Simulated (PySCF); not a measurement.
fluorine (F2), SMILES FF.

Geometry: B3LYP-D3(BJ)/def2-TZVPD.

Two levels are set side by side: TDDFT-PBE/def2-TZVPD (PySCF) and TDDFT-M06-2X/def2-TZVPD (PySCF). Vertical, same geometry. The lowest singlet is HOMO→LUMO 101 % with PBE and HOMO−1→LUMO 98 % with the other functional; states are paired by order. Differences are taken from unrounded values.

```json
[
 {"quantity": "lowest singlet excitation (eV)", "TDDFT-M06-2X": "4.32", "TDDFT-PBE": "4.45", "TDDFT-PBE minus TDDFT-M06-2X": "0.13"},
 {"quantity": "lowest triplet excitation (TDA) (eV)", "TDDFT-M06-2X": "3.26", "TDDFT-PBE": "3.00", "TDDFT-PBE minus TDDFT-M06-2X": "-0.26"},
 {"quantity": "first bright state (f over 0.05) (eV)", "TDDFT-M06-2X": "12.99", "TDDFT-PBE": "11.60", "TDDFT-PBE minus TDDFT-M06-2X": "-1.39"},
 {"quantity": "its oscillator strength", "TDDFT-M06-2X": "0.34", "TDDFT-PBE": "0.11", "TDDFT-PBE minus TDDFT-M06-2X": "-0.24"}
]
```

Rough cost on one machine, each run with all the roots and properties that it gave: TDDFT-M06-2X against TDDFT-PBE about 10 times.
